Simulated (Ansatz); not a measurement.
Geometry optimisation, RKS PBE-D4/6-31G* in Ansatz.

The input (input.yaml):

```yaml
crystal:
  periodic: [false, false, false]
  atoms:
    - { symbol: Si, position_ang: [0.0, 0.0, 0.0] }
    - { symbol: Si, position_ang: [0.0, 0.0, 2.57] }
    - { symbol: H, position_ang: [-1.3148, -0.4067, 3.0574] }
    - { symbol: H, position_ang: [1.0096, -0.9353, 3.0574] }
    - { symbol: H, position_ang: [0.3052, 1.342, 3.0574] }
    - { symbol: H, position_ang: [1.3768, 0.0, -0.4862] }
    - { symbol: H, position_ang: [-0.6877, 1.1914, -0.4862] }
    - { symbol: H, position_ang: [-0.6877, -1.1914, -0.4862] }
    - { symbol: F, position_ang: [-1.7936, 0.0, 0.596] }
    - { symbol: H, position_ang: [-1.3834, 0.0, 1.7088] }
basis:
  gaussian: { orbitals: "6-31G*" }
hamiltonian:
  xc: pbe
  dispersion: d4
relax:
  f_tol: 0.15
  max_steps: 25
  restrain:
    - { distance: [0, 8], at: 2.79, k: 30.0 }
    - { distance: [9, 1], at: 2.66, k: 30.0 }
    - { distance: [0, 1], at: 2.22, k: 30.0 }
    - { distance: [9, 8], at: 0.92, k: 30.0 }
```

Command:

```bash
$ ansatz run input.yaml --threads 1 --pin off --max-ram 2048MiB --backend cpu --events-out ev --progress --plain --runs-dir out
```

Q: Where does it end, and by what steps?

A: The forces met the threshold. The restraints hold the end off the free minimum; the threshold counts their pulls, which the force column leaves out. Restrained pairs: Si1–F9 (1.89 → 2.80 Å), Si2–H10 (1.63 → 2.66 Å), Si1–Si2 (2.57 → 2.26 Å), F9–H10 (1.19 → 0.94 Å). After 15 steps the energy has fallen by 2.807 eV (the restraints' own energy left out); H10 moved furthest, 1.02 Å.

```tsv
step	energy less start (eV)	largest force component (eV/Å)	accepted
0	0.0000	3.469	yes
1	-1.2514	2.538	yes
2	-1.4270	4.121	yes
3	-1.7439	3.534	yes
4	-2.3851	1.994	yes
5	-2.7211	1.314	yes
6	-2.7524	1.247	yes
7	-2.7651	1.215	yes
8	-2.6966	1.775	no
9	-2.7781	1.207	yes
10	-2.7900	1.188	yes
11	-2.7986	1.210	yes
12	-2.7932	1.354	no
13	-2.8062	1.256	yes
14	-2.8059	1.191	yes
15	-2.8068	1.213	yes
```

```xyz
10
Properties=species:S:1:pos:R:3
Si 0.218 -0.046 0.110
Si 0.156 -0.005 2.367
H -0.978 -0.859 2.891
H 1.399 -0.578 2.990
H -0.048 1.373 2.918
H 1.632 -0.290 -0.349
H -0.233 1.242 -0.503
H -0.604 -1.180 -0.431
F -2.349 0.562 1.038
H -2.371 -0.219 1.557
```

Run time: 31 s on 1 thread of Arm Neoverse V2, on a shared host, peak memory 0.12 GiB.
